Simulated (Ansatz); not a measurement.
Basis-set extrapolation for H₃N₂, SMILES `[NH]N` radical (PBE0-D4/def2-TZVP geometry, frozen core, Ansatz). Multiplicity 2, UHF reference.

```tsv
	cc-pV(T+d)Z	cc-pV(Q+d)Z
HF	-110.621077	-110.630164
MP2 correlation	-0.399939	-0.428969
CCSD(T) correlation	-0.436601	-0.463313
```

Energies in hartree. Use E(X) = E(∞) + A·exp(−5.46·√X) for Hartree–Fock and E(X) = E(∞) + B·X^(−3.05) for correlation, with X = 3 and 4.

**Question.** What is the CCSD(T) energy at the basis-set limit?

**Answer.** HF limit: -110.630164 + (-0.009087) × 0.30130 = -110.63290. Correlation limit: -0.463313 + (-0.026712) × 0.71189 = -0.48233. Total: -111.11523 hartree, 151.1 kJ/mol below CCSD(T)/cc-pV(T+d)Z.
